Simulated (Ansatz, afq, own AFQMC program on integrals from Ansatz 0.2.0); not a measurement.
Where AFQMC and coupled cluster stand for AlGaH2⁺, quartet

```xyz
4

Al    0.0000    0.0000    1.8190
Ga    0.0000    0.0000   -0.6648
H     0.0000    1.4073   -1.3528
H     0.0000   -1.4073   -1.3528
```

Connectivity, by distances: Al–GaH2.

Basis cc-pVDZ. Only valence electrons are correlated. Integrals, coupled cluster, full CI and functionals: Ansatz 0.2.0; the random walks run on the same integrals in our own AFQMC program. The CISD trial takes its coefficients from CCSD amplitudes. Released means that phaseless walkers are propagated on without the constraint, phases kept. Uncertainties: one standard error, sampling alone. No spin–orbit coupling.

Determinant: UHF, the one that the program's search chose, which needn't be the lowest solution. The geometry is a PBE0/def2-TZVP stationary point of this or a neighbouring charge and spin state.

No full CI on the walks' own integrals is used here; CCSDT(Q) serves as the reference and is uncertain by about the last step of the cluster series.

Cautions: no relativity below Rb; no spin-orbit coupling; inner d shell frozen; lower spins were not checked.

```
T1 diagnostic                               : 0.0295
weight of the determinant in the CISD state : 0.912
⟨S²⟩ of the determinant                     : 3.757
size of the correlated space                : 7 electrons in 36 orbitals
```

| level | correlation energy (eV) |
| --- | --- |
| MP2 | -1.8002 |
| CCSD | -2.4829 |
| CCSD(T) | -2.5429 |

(1) Estimate where phaseless AFQMC with a CISD trial lies against CCSD(T) on the same integrals.

(1) 2.6 ± 0.4 kJ/mol below CCSD(T).

Reference: CCSDT(Q), correlation energy -2.576 eV. The released energy is read at 1.62 1/Eh, later times being too noisy (meV from the phaseless value at times in 1/Eh: -3 ± 6 at 0.24, -10 ± 7 at 0.51, -13 ± 7 at 0.99, -14 ± 6 at 1.62, -25 ± 9 at 2.40).

```json
{"level": "CCSD(T)", "E − E(reference) (kJ/mol)": "3.2", "share of correlation (%)": "98.73"}
{"level": "CCSDT", "E − E(reference) (kJ/mol)": "0.2", "share of correlation (%)": "99.90"}
{"level": "ph-AFQMC/CISD", "E − E(reference) (kJ/mol)": "0.6 ± 0.4", "share of correlation (%)": "99.76"}
{"level": "released AFQMC", "E − E(reference) (kJ/mol)": "-0.8 ± 0.6", "share of correlation (%)": "100.31"}
```

A walk keeps the symmetry of its determinant, which the program's search chose and which needn't be the lowest solution, so a lower state of the same spin and another symmetry isn't excluded. Released energies are given only where the last usable release times agree within the noise; a slower fall can still hide under it.
